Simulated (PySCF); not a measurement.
Gas-phase reaction: Si2H6 + 6 Cl = H3SiSiCl3 + 3 HCl

Method: PySCF energies plus ideal-gas RRHO corrections (1 bar). † marks an energy on the PBE0/def2-TZVP geometry and frequencies; other levels use their own. MP2 and CCSD(T) freeze the core. 6-31G* has spherical d functions here. Open shells (unrestricted): Cl (multiplicity 2, electronic degeneracy 6); the rest are closed-shell singlets. Spin-orbit splitting is ignored; it lowers the true energy and changes the entropy of Cl. B3LYP is the form with VWN-RPA correlation. H3SiSiCl3: computed as isolated molecules; such fragments, hydroxides, amides, oligomers or adducts are transient or little studied in the gas. MP2 isn't extrapolated to the basis-set limit; its ΔH°(298 K) is -1419.1 kJ in def2-SVP and -1580.3 kJ in def2-TZVPP. CCSD(T) isn't extrapolated to the basis-set limit. The harmonic model lacks anharmonicity and excited electronic states, which grow with temperature; levels with a mode under 35 cm⁻¹ are left out. Internal rotation in Si2H6, H3SiSiCl3 is treated as a harmonic vibration of one conformer, which makes the entropy rough.

```
level               ΔE electronic, kJ  ΔH°(298 K), kJ  ΔS°(298 K), J/K  ΔG°(600 K), kJ
------------------  -----------------  --------------  ---------------  --------------
B3LYP/6-31G*                    -1356           -1354             -347           -1145
CCSD(T)/def2-SVP†               -1349           -1345             -347           -1137
HF/6-31G*                        -949            -946             -351            -736
M06-2X/def2-TZVP†               -1537           -1533             -347           -1325
MP2/def2-SVP†                   -1423           -1419             -347           -1211
MP2/def2-TZVPP†                 -1584           -1580             -347           -1372
PBE0/def2-QZVP†                 -1533           -1529             -347           -1321
r2SCAN/def2-TZVP†               -1545           -1541             -347           -1333
LDA/def2-TZVP†                  -1808           -1805             -347           -1596
ωB97M-V/def2-TZVP†              -1553           -1549             -347           -1341
ωB97X-V/def2-TZVP†              -1525           -1521             -347           -1313
```
ΔH° is lowest at LDA/def2-TZVP† and highest at HF/6-31G*. No reference value is set beside these.
